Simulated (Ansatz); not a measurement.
Species: Li₂, net charge 0, singlet state. SMILES: [Li][Li]
Geometry: optimised at B3LYP-D3(BJ)/def2-TZVP (Ansatz, an electronic-structure program).

Atomisation energy built up term by term with Ansatz (kcal/mol; UHF references for open shells; valence terms freeze the core; atomic spin-orbit terms are left out; no core correlation term is included; no scalar relativity (X2C) term is included). Basis-set limits of correlation are two-point, X^-3; Hartree-Fock from the larger set.

The Hartree-Fock reference is unstable (checked in the largest basis), which strains HF and MP2. 

```
term                                     basis  kcal/mol
----------------  ----------------------------  --------
Hartree-Fock                       def2-QZVPPD         …
CCSD correlation  CBS(def2-TZVPPD,def2-QZVPPD)         …
(T)               CBS(def2-TZVPPD,def2-QZVPPD)      0.00
sum: De                                                …
```

Q: Complete the blanks.

A: 
- Hartree-Fock, kcal/mol: 3.92
- CCSD correlation, kcal/mol: 20.64
- sum: De, kcal/mol: 24.6
